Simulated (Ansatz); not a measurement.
## GeCO, triplet in cc-pVDZ: errors against UCCSDT(Q)

Geometry: that of the GeCO, singlet, kept fixed.

```yaml
atoms:
  - { symbol: Ge, position_ang: [0.0000, 0.0000, 1.6654] }
  - { symbol: C, position_ang: [0.0000, 0.0000, -0.2562] }
  - { symbol: O, position_ang: [0.0000, 0.0000, -1.4091] }
```

Basis cc-pVDZ; Ansatz 0.2.0. Correlated methods freeze the noble-gas cores and the filled d shells of p-block atoms, which leaves 14 electrons in 39 orbitals. R marks a restricted (for open shells ROHF) determinant, U an unrestricted one. Active spaces: valence = (12e, 11o, short of the full valence) chosen from the atoms' valence shells. No spin–orbit coupling is included, and no scalar relativity.

Full CI isn't at hand for all of this; UCCSDT(Q) serves as the reference, and is uncertain by the last step of the cluster series or more. The frozen core follows each run's orbitals, which can shift R against U totals by a few meV for light atoms and by up to 0.1 eV past Ca.

```
UHF ⟨S²⟩                          : 2.044
T1 diagnostic (RCCSD)             : 0.0258
largest doubles amplitude (RCCSD) : 0.073
T1 diagnostic (UCCSD)             : 0.0238
```

```
   level  E − E(UHF) (eV)
    UMP2          -9.5723
   UCCSD         -10.0209
UCCSD(T)         -10.4412
```

(1) Estimate how far UCCSDT(Q) in cc-pVDZ lies from UCCSD(T). The table doesn't fix it; the size of (T) and the diagnostics are the guide.

(1) UCCSDT(Q) in cc-pVDZ lies 1.79 kcal/mol below UCCSD(T), which is 18 % of the (T) step (-9.69 kcal/mol). The diagnostics are small and the rest is a small part of (T), but (T) is large here. The miss exceeds 1 kcal/mol.

The other levels:

| level | E − E(UCCSDT(Q)) (kcal/mol) | wall time |
| --- | --- | --- |
| UCCSDT | 1.05 | – |

Run but not shown, since their state, orbitals or frozen core can't be matched to the reference's or they repeat it: RHF, RMP2, RCCSD, RCCSD(T), BCCD(T), RCCSDT, RCCSDT(Q), CASSCF (valence space), NEVPT2 (valence space), MRCISD (valence space), MRCISD+Q (valence space).

Natural occupations of CASSCF (valence space) about the gap: 1.989 1.980 1.971 1.952 1.952 1.000 1.000 0.053 0.053 0.031; effectively unpaired electrons, Σ n²(2−n)², 2.05.
